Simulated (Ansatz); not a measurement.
Gas-phase electronic energies from Ansatz, PBE0-D4/def2-TZVP geometries. CBS: MP2 limit from def2 TZ/QZ plus the TZ coupled-cluster correction, frozen cores. This one scheme is used for every species. Functionals use def2-TZVPP. Each species was taken in one conformer, which may not be the lowest.

Reaction (substitution at a C–C bond): `C[C@@H]1O[C@H]1F` + `OCS` → `COCS` + `FC1CO1`

```
           species  PBE-D4 energy (Eh)
`C[C@@H]1O[C@H]1F`          -292.15617
             `OCS`          -513.67322
            `COCS`          -552.93822
          `FC1CO1`          -252.87458
```

**Question.** Work out ΔE.

**Answer.** ΔE = (-552.93822) + (-252.87458) − (-292.15617) − (-513.67322) = 0.01659 Eh = +43.6 kJ/mol. CCSD(T)/CBS gives +49.7 kJ/mol.

Largest T1 diagnostic among the species: 0.012.

From PBE to PBE0 (25 % exact exchange), in def2-TZVPP and without D4, ΔE moves by +3.4 kJ/mol.
